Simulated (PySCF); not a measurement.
# Multinuclear NMR of C₄H₆N₂

Geometry (Å), atoms numbered from 1 in this order:
```xyz
12

C    -1.651   -0.221    0.152
N    -0.250    0.046    0.007
C     0.752   -0.883   -0.038
C     1.915   -0.180   -0.159
N     1.650    1.151   -0.188
C     0.355    1.254   -0.086
H    -1.867   -0.616    1.149
H    -1.978   -0.953   -0.589
H    -2.210    0.702    0.010
H     0.553   -1.934    0.017
H     2.920   -0.545   -0.226
H    -0.188    2.178   -0.077
```

- shielding tensors at PBE0/pcSseg-1 (GIAO)
- J couplings at B3LYP/pcJ-1 (spin–dipole term only in couplings to heteroatoms)
- structure optimised with GFN2-xTB
- program: PySCF 2.14.0 with density-fitted response routines
- isolated molecule, fast rotation and ring inversion assumed for equivalent nuclei, non-relativistic Hamiltonian, a single conformation

**Question.** What are the 15N shifts?

**Answer.** 
```tsv
atoms	environment	σ (ppm)	δ (ppm)
N5	pyridine-type nitrogen of an azole	-37.3	-113.7
N2	pyrrole-type ring nitrogen	83.9	-225.4
```

Shieldings were converted by a linear fit to measured shifts: 15N: δ = -148.07 − 0.921σ (rms 6.3 ppm, 71 shifts vs CH3NO2, solution or neat liquid). A few per cent of atoms miss by over 2 rms, more outside the fitted compound classes. Couplings are scaled by factors fitted to measured values: 2J(H,H) × 0.95 (rms 1.3 Hz), 3J(H,H) × 0.92 (rms 0.5 Hz); all others are unscaled and can be 10–30 % off.

Couplings (the largest are listed; each averaged over equivalent pairs): 1J(N2,C3) = -17.4 Hz, 1J(C1,N2) = -13.4 Hz, 1J(N2,C6) = -12.7 Hz, 1J(C4,N5) = 2.2 Hz, 1J(N5,C6) = -1.2 Hz, 2J(N5,H12) = -12.5 Hz, 2J(N5,H11) = -10.9 Hz, 2J(N2,H12) = -9.6 Hz, 2J(N2,C4) = -6.9 Hz, 2J(N2,H10) = -5.0 Hz, 2J(C3,N5) = 1.8 Hz, 2J(N2,N5) = -1.6 Hz. Signs are for 15N, whose magnetogyric ratio is negative.

On a 400 MHz spectrometer 15N resonates near 40.5 MHz, so 1 ppm is 40.5 Hz.
